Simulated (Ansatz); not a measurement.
# C₃H₉NO: one species, many methods

The task here is to estimate one member of a computed series from the others.

The runs use Ansatz 0.2.0, Gaussian basis; functionals in def2-TZVPP, the program's frozen cores in correlated methods.

Levels to be run: LDA (SPW92), PBE-D4, revPBE-D4, BLYP-D4, r2SCAN-D4, B97M-V, PBE0-D4, B3LYP-D4, r2SCANh-D4, r2SCAN0-D4, HSE06-D4, BHLYP-D4, CAM-B3LYP-D4, LC-ωPBE, ωB97X-V, ωB97M-V, B2PLYP, PBE-QIDH; CCSD(T)/def2-SVP; CCSD(T)/def2-TZVPP; MP2/def2-QZVPP; extrapolation to the limit; RPA on PBE.

## The geometry

All runs share one geometry, relaxed beforehand with PBE0-D4 in a triple-zeta def2 set.

SMILES `CNCOC`, 14 atoms, charge 0, spin multiplicity 1.

Atoms are counted from 1 here; the program's logs count them from 0.

Bond lengths: C1–N2 1.447 Å, C1–H6 1.098 Å, C1–H7 1.093 Å, C1–H8 1.092 Å, N2–C3 1.423 Å, N2–H9 1.010 Å, C3–O4 1.418 Å, C3–H10 1.099 Å, C3–H11 1.093 Å, O4–C5 1.400 Å, C5–H12 1.090 Å, C5–H13 1.100 Å, C5–H14 1.099 Å. Angles: N2–C1–H6 114.3°, N2–C1–H7 109.0°, N2–C1–H8 109.5°, H6–C1–H7 107.5°, H6–C1–H8 108.7°, H7–C1–H8 107.6°, C1–N2–C3 115.3°, C1–N2–H9 111.9°, C3–N2–H9 112.1°, N2–C3–O4 116.8°, N2–C3–H10 108.2°, N2–C3–H11 109.0°, O4–C3–H10 109.3°, O4–C3–H11 104.3°, H10–C3–H11 109.1°, C3–O4–C5 113.3°, O4–C5–H12 107.6°, O4–C5–H13 111.5° and more.

Set-up of the first run:

Contents of in.yaml:

```yaml
crystal:
  periodic: [false, false, false]
  atoms:
    - {symbol: C, position_ang: [-1.634422, -0.501490, 0.698974]}
    - {symbol: N, position_ang: [-0.269426, -0.287566, 1.130103]}
    - {symbol: C, position_ang: [0.732154, -0.779389, 0.246677]}
    - {symbol: O, position_ang: [0.691241, -0.308427, -1.090025]}
    - {symbol: C, position_ang: [0.997657, 1.052049, -1.208384]}
    - {symbol: H, position_ang: [-1.889708, -0.013966, -0.251107]}
    - {symbol: H, position_ang: [-1.805292, -1.574335, 0.574345]}
    - {symbol: H, position_ang: [-2.320103, -0.144902, 1.469735]}
    - {symbol: H, position_ang: [-0.104466, 0.673436, 1.393794]}
    - {symbol: H, position_ang: [1.715157, -0.551845, 0.681787]}
    - {symbol: H, position_ang: [0.623354, -1.862912, 0.154586]}
    - {symbol: H, position_ang: [1.042856, 1.287572, -2.271964]}
    - {symbol: H, position_ang: [1.971450, 1.286966, -0.753564]}
    - {symbol: H, position_ang: [0.236651, 1.695610, -0.746156]}
basis:
  gaussian: {orbitals: def2-TZVPP}
hamiltonian: {xc: lda}
output: {orbitals: {seedname: orbitals}}
```

Run with:

```sh
$ ansatz run in.yaml --threads 4 --pin off --events-out ev --progress --plain --max-ram 10444MiB
```

Among the steps run: LDA; PBE-D4 (GGA); revPBE-D4 (GGA); BLYP-D4 (GGA); r2SCAN-D4 (meta-GGA); B97M-V (meta-GGA); PBE0-D4 (hybrid); B3LYP-D4 (hybrid); r2SCANh-D4 (hybrid); r2SCAN0-D4 (hybrid); HSE06-D4 (hybrid); BHLYP-D4 (hybrid); CAM-B3LYP-D4 (range-separated); LC-ωPBE (range-separated); ωB97X-V (range-separated); ωB97M-V (range-separated); B2PLYP (double hybrid); PBE-QIDH (double hybrid).

One table of the session follows, with a row left open; its other results are not shown here.

It belongs to the step «Frontier levels by functional». 

```
  functional  HOMO (eV)  LUMO (eV)  gap (eV)
 LDA (SPW92)      -5.45       0.03      5.48
      PBE-D4      -5.31       0.23      5.54
   revPBE-D4      -5.25       0.33      5.58
     BLYP-D4      -5.22       0.22      5.43
   r2SCAN-D4      -5.58       0.93      6.52
      B97M-V          ?          ?         ?
     PBE0-D4      -6.75       1.05      7.80
    B3LYP-D4      -6.53       0.71      7.24
  r2SCANh-D4      -6.13       1.17      7.30
  r2SCAN0-D4      -6.95       1.52      8.47
    HSE06-D4      -6.34       0.68      7.02
    BHLYP-D4      -8.15       1.66      9.81
CAM-B3LYP-D4      -8.19       1.81     10.00
     LC-ωPBE      -9.54       3.13     12.67
     ωB97X-V      -9.21       2.92     12.12
     ωB97M-V      -9.14       2.49     11.63
```

Q: Estimate the row for B97M-V from the others.

**Answer.** HOMO (eV): -5.76; LUMO (eV): 0.39; gap (eV): 6.14. In the column «HOMO (eV)» it lies between r2SCANh-D4 (-6.13) and r2SCAN-D4 (-5.58).
